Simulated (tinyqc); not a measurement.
Inside a calculation. Method: coupled-perturbed Hartree-Fock on RHF in the sto-3g basis, for H2O, spin multiplicity 1. One step of it, computed by the program tinyqc.

Question. Response to a field: uncoupled start. Field along z; U_ai = -mu_ai / (e_a - e_i), alpha = -4 sum U_ai mu_ai.

orbital energies (hartree): MO1 -20.272122, MO2 -1.215949, MO3 -0.534741, MO4 -0.454458, MO5 -0.392724, MO6 0.490197, MO7 0.566576

dipole integrals <a|z|i> (bohr):
```
,i1,i2,i3,i4,i5
a6,0.047159,-0.068114,0.000000,-0.677309,0.000000
a7,0.000000,0.000000,-0.759310,0.000000,0.000000
```

Give: uncoupled U; uncoupled polarisability.

Answer.

uncoupled U:
```
,i1,i2,i3,i4,i5
a6,-0.002,0.040,0.000,0.717,0.000
a7,0.000,0.000,0.689,0.000,0.000
```

uncoupled polarisability = 4.048 bohr^3
